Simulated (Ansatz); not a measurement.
Geometry optimisation, Ansatz 0.2.0, RHF/def2-SVP.

input.yaml

```yaml
crystal:
  periodic: [false, false, false]
  atoms:
    - { symbol: Si, position_ang: [-0.443915, 0.296993, -0.405001] }
    - { symbol: C, position_ang: [-0.115571, -0.203908, 2.634266] }
    - { symbol: H, position_ang: [-0.313285, -0.57581, 3.640744] }
    - { symbol: H, position_ang: [0.350601, -0.99973, 2.060394] }
    - { symbol: H, position_ang: [0.555936, 0.649483, 2.704548] }
    - { symbol: H, position_ang: [0.481734, 1.164348, 0.329238] }
    - { symbol: H, position_ang: [-0.320887, 0.579675, -1.848614] }
    - { symbol: H, position_ang: [-0.213552, -1.133472, -0.173672] }
    - { symbol: Cl, position_ang: [-2.435443, 0.771521, 0.112193] }
    - { symbol: H, position_ang: [-1.070019, 0.102, 2.190305] }
basis:
  gaussian: { orbitals: def2-SVP }
hamiltonian:
  xc: hf
relax:
  f_tol: 0.03
  max_steps: 50
```

Run as:

```bash
$ ansatz run input.yaml --threads 1 --pin off --max-ram 2048MiB --backend cpu --events-out ev --progress --plain --runs-dir out
```

Task: Where does it end, and by what steps?

Result: The forces met the threshold. The force dipped under the threshold on the way, but the program's further checks kept it going. After 20 steps the energy has fallen by 0.322 eV; H4 moved furthest, 1.18 Å.

| step | energy less start (eV) | largest force component (eV/Å) | accepted |
| --- | --- | --- | --- |
| 0 | 0.0000 | 0.683 | yes |
| 1 | -0.2290 | 0.224 | yes |
| 2 | -0.2687 | 0.243 | yes |
| 3 | -0.2984 | 0.299 | yes |
| 4 | -0.3080 | 0.065 | yes |
| 5 | -0.3114 | 0.182 | yes |
| 6 | -0.3147 | 0.095 | yes |
| 7 | -0.3166 | 0.100 | yes |
| 8 | -0.3174 | 0.087 | yes |
| 9 | -0.3189 | 0.058 | yes |
| 10 | -0.3189 | 0.174 | no |
| 11 | -0.3196 | 0.073 | yes |
| 12 | -0.3197 | 0.118 | yes |
| 13 | -0.3203 | 0.065 | yes |
| 14 | -0.3207 | 0.002 | yes |
| 15 | -0.3210 | 0.010 | yes |
| 16 | -0.3198 | 0.146 | no |
| 17 | -0.3213 | 0.032 | yes |
| 18 | -0.3214 | 0.038 | yes |
| 19 | -0.3215 | 0.029 | yes |
| 20 | -0.3216 | 0.013 | yes |

```xyz
10
Properties=species:S:1:pos:R:3
Si -0.549 0.476 -1.287
C -0.045 -0.364 3.464
H -0.648 -0.540 4.355
H 0.488 -1.278 3.202
H 0.674 0.430 3.666
H 0.502 1.372 -0.772
H -0.839 0.788 -2.698
H -0.138 -0.932 -1.150
Cl -2.277 0.768 -0.175
H -0.693 -0.069 2.641
```

Whether the end is a true minimum wasn't checked by a vibrational analysis.

Time of the run: 28 s on 1 thread of Arm Neoverse V1 (shared host), peak memory 0.15 GiB.
